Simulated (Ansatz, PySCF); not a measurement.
This PySCF input computes a CAM-B3LYP/def2-TZVPD energy:

```python
from pyscf import gto, scf, dft

mol = gto.M(
    atom='''
    C    -0.00558322    1.06374512   -0.38603103
    C     0.00619137   -1.03716485   -0.05773859
    C    -1.06341923    0.06866804    0.11781767
    C     1.06212711    0.08115274    0.12147835
    H    -0.01226405    2.06753296    0.06973792
    H     0.01023035   -1.42530440   -1.07919593
    H     0.00987292   -1.87345395    0.65675121
    H    -1.32708106    0.11676990    1.20906634
    H    -2.01630986   -0.04998724   -0.42504701
    H     1.32144553    0.13232640    1.21362771
    H     2.01820998   -0.02628991   -0.41809864
    ''',
    basis='def2-tzvpd',
    charge=-1,
    spin=0,
    verbose=4,
)

mf = dft.RKS(mol, xc='camb3lyp').density_fit(auxbasis='def2-universal-jkfit')
mf.grids.level = 3
mf.conv_tol = 1e-9
mf.max_cycle = 100
mf.max_memory = 1500
mf.kernel()
if not mf.converged:
    mf = mf.newton()
    mf.kernel(mf.make_rdm1())
mf.analyze()
```

### Question
Write an input for the same energy in Ansatz (a quantum-chemistry and plane-wave program) and say what it gives.

### Answer

Ansatz 0.2 input:
```yaml
crystal:
  periodic: [false, false, false]
  atoms:
    - {symbol: C, position_ang: [-0.00558322, 1.06374512, -0.38603103]}
    - {symbol: C, position_ang: [0.00619137, -1.03716485, -0.05773859]}
    - {symbol: C, position_ang: [-1.06341923, 0.06866804, 0.11781767]}
    - {symbol: C, position_ang: [1.06212711, 0.08115274, 0.12147835]}
    - {symbol: H, position_ang: [-0.01226405, 2.06753296, 0.06973792]}
    - {symbol: H, position_ang: [0.01023035, -1.42530440, -1.07919593]}
    - {symbol: H, position_ang: [0.00987292, -1.87345395, 0.65675121]}
    - {symbol: H, position_ang: [-1.32708106, 0.11676990, 1.20906634]}
    - {symbol: H, position_ang: [-2.01630986, -0.04998724, -0.42504701]}
    - {symbol: H, position_ang: [1.32144553, 0.13232640, 1.21362771]}
    - {symbol: H, position_ang: [2.01820998, -0.02628991, -0.41809864]}
basis:
  gaussian:
    orbitals: def2-TZVPD
hamiltonian:
  xc: {name: CAM-B3LYP}
total_charge: -1
output: {forces: true}
```
It gives -156.49285 Eh, and PySCF -156.49293 Eh, a difference of 0.08 mEh, from the treatment of integrals and grids.

It need not be the lowest isomer of its formula. Whether it binds its extra electron was not tested at this geometry.
